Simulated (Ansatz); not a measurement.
Relaxation of BFH$_{3}$ (5 atoms, charge 0, multiplicity 2), to a largest force component of 0.03 eV/Å in at most 50 steps.

Level of theory: Ansatz, UKS B3LYP/def2-SVP.

```xyz
5
Properties=species:S:1:pos:R:3
B 0.000 0.000 -0.093
F 0.000 0.000 1.228
H 1.060 0.000 -0.660
H -1.060 0.000 -0.660
H 0.000 0.000 3.355
```

Q: Where does it end, and by what steps?

A: The forces met the threshold. The force dipped under the threshold on the way, but the program's further checks kept it going. After 7 steps the energy has fallen by 0.081 eV; H5 moved furthest, 0.68 Å.

```json
{"step": "0", "energy less start (eV)": "0.0000", "largest force component (eV/Å)": "0.337", "accepted": "yes"}
{"step": "1", "energy less start (eV)": "-0.0360", "largest force component (eV/Å)": "0.210", "accepted": "yes"}
{"step": "2", "energy less start (eV)": "-0.0656", "largest force component (eV/Å)": "0.445", "accepted": "yes"}
{"step": "3", "energy less start (eV)": "-0.0739", "largest force component (eV/Å)": "0.552", "accepted": "yes"}
{"step": "4", "energy less start (eV)": "-0.0766", "largest force component (eV/Å)": "0.246", "accepted": "yes"}
{"step": "5", "energy less start (eV)": "-0.0807", "largest force component (eV/Å)": "0.048", "accepted": "yes"}
{"step": "6", "energy less start (eV)": "-0.0811", "largest force component (eV/Å)": "0.029", "accepted": "yes"}
{"step": "7", "energy less start (eV)": "-0.0814", "largest force component (eV/Å)": "0.008", "accepted": "yes"}
```

```xyz
5
Properties=species:S:1:pos:R:3
B 0.000 0.000 -0.266
F 0.000 -0.013 1.053
H 1.068 0.004 -0.828
H -1.068 0.004 -0.828
H 0.000 0.005 4.040
```

Whether the end is a true minimum wasn't checked by a vibrational analysis.

The run took 10 s on 1 thread of Arm Neoverse V1, on a shared host, peak memory 0.11 GiB.
